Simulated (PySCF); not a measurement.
Allene, SMILES C=C=C, B3LYP/def2-SVP optimised geometry.

```
7

C      1.31     0.00     0.00
C      0.00     0.00     0.00
C     -1.31     0.00     0.00
H      1.88     0.22     0.91
H      1.88    -0.22    -0.91
H     -1.88    -0.91     0.22
H     -1.88     0.91    -0.22
```

Density from B3LYP/def2-TZVP (PySCF 2.14.0) at that geometry.

Minimum of the electron density along straight lines between bonded atoms, close to the bond critical point (lines longer than 1.1 times the sum of covalent radii, or with two minima, are not listed):

```csv
bond,length / Å,ρ at the minimum / e bohr⁻³,∇²ρ there / e bohr⁻⁵,position (fraction from the first atom)
C1–C2,1.310,0.358,-1.10,0.46
C2–C3,1.310,0.358,-1.10,0.54
C1–H4,1.096,0.274,-0.94,0.65
C1–H5,1.096,0.274,-0.94,0.65
C3–H6,1.096,0.274,-0.94,0.65
C3–H7,1.096,0.274,-0.94,0.65
```
